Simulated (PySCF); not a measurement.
Species: C₄H₅F.
Atom-mapped SMILES: `[CH3:1][C:2]1=[C:3]([F:4])[CH2:5]1` (hydrogens: H6, H7, H8 on C1; H9, H10 on C5)

Method: PySCF 2.14.0, PBE0-D3(BJ)/def2-SVP geometry optimisation, gas phase; density fitting, grid level 1; the optimiser is geomeTRIC in internal coordinates, started from a GFN2-xTB structure with every atom displaced at random (about 0.01 Å).

Step 0: E = -6930.8965 eV
```
atom  x, y, z in Å  |  force x, y, z in eV/Å
C1      1.4233   -0.4194    0.3421   -0.676   1.941  -0.690
C2      0.0929    0.1193   -0.0622    0.068   0.624  -0.383
C3     -0.7167    0.9934   -0.6027    0.848  -1.794   1.017
F4     -0.8722    2.1304   -1.2016   -0.209   0.557  -0.312
C5     -1.3982   -0.2057   -0.0387    0.059   1.441   0.786
H6      1.5980   -1.3450   -0.1551    0.307  -1.216  -0.451
H7      2.2071    0.3042    0.0462   -0.094  -0.245   0.072
H8      1.4690   -0.5448    1.4091    0.052  -0.281   0.890
H9     -1.9509   -0.1054    0.9213    0.071  -0.129  -0.203
H10    -1.8040   -0.9535   -0.6874   -0.426  -0.898  -0.726
```

Step 1: E = -6930.9175 eV
```
atom  x, y, z in Å  |  force x, y, z in eV/Å
C1      1.4147   -0.4117    0.3507    0.222  -0.095  -0.306
C2      0.0808    0.0965   -0.0239    0.885   0.088   0.066
C3     -0.6649    0.9563   -0.6261   -1.533   0.505  -0.033
F4     -0.9107    2.0944   -1.2598    0.613  -0.650   0.232
C5     -1.4335   -0.1513   -0.0185    0.226  -0.225  -0.340
H6      1.6908   -1.2968   -0.2582   -0.177   0.055   0.213
H7      2.1760    0.3476    0.1352    0.043   0.153  -0.043
H8      1.5293   -0.6756    1.4108   -0.272  -0.090   0.070
H9     -2.0077   -0.0118    0.9112    0.035   0.054   0.075
H10    -1.8266   -0.9741   -0.6502   -0.041   0.203   0.065
```

Step 2: E = -6930.9789 eV
```
atom  x, y, z in Å  |  force x, y, z in eV/Å
C1      1.4179   -0.4024    0.3393    0.138   0.033  -0.039
C2      0.0953    0.1156   -0.0382    0.306   0.220  -0.302
C3     -0.6867    0.9601   -0.6250   -0.589   0.069   0.193
F4     -0.9086    2.0895   -1.2587    0.290  -0.216   0.022
C5     -1.4175   -0.1635   -0.0212    0.107  -0.030   0.005
H6      1.6689   -1.3038   -0.2460   -0.051  -0.015   0.067
H7      2.1976    0.3491    0.1395   -0.039  -0.025   0.018
H8      1.4669   -0.6720    1.4048   -0.054  -0.029   0.025
H9     -1.9603   -0.0265    0.9295   -0.073  -0.041  -0.011
H10    -1.8253   -0.9726   -0.6530   -0.035   0.036   0.023
```

**Question.** Estimate the geometry and energy of step 3. (The exact step hangs on the optimiser's Hessian estimate; all steps are aligned on step 2, rigid shifts and turns removed.)

**Answer.** E = -6930.9974 eV, largest force 0.260 eV/Å
```
atom  x, y, z in Å  |  force x, y, z in eV/Å
C1      1.4231   -0.3936    0.3283   -0.068   0.059   0.116
C2      0.1099    0.1459   -0.0516    0.020  -0.065  -0.116
C3     -0.7061    0.9711   -0.6157   -0.068  -0.071   0.241
F4     -0.9014    2.0876   -1.2635   -0.006   0.127  -0.141
C5     -1.4034   -0.1678   -0.0108   -0.009   0.020  -0.046
H6      1.6414   -1.3146   -0.2340    0.018  -0.033  -0.033
H7      2.2237    0.3353    0.1353    0.000  -0.034   0.009
H8      1.4312   -0.6607    1.3972    0.059   0.024  -0.005
H9     -1.9641   -0.0582    0.9347    0.068   0.032   0.020
H10    -1.8062   -0.9715   -0.6488   -0.015  -0.058  -0.044
```

The energy changes by -0.0184 eV. The first-order estimate −F·Δx gives -0.0386 eV and the mean of the old and new forces, exact on a quadratic surface, -0.0181 eV. The step makes an angle of 60° with the force vector and moves no atom by more than 0.038 Å.

The cost below is that of the whole optimisation. Time: 33 s wall; peak memory 0.39 GiB. Hardware: Arm Neoverse V1, one thread, no GPU, on a shared host.
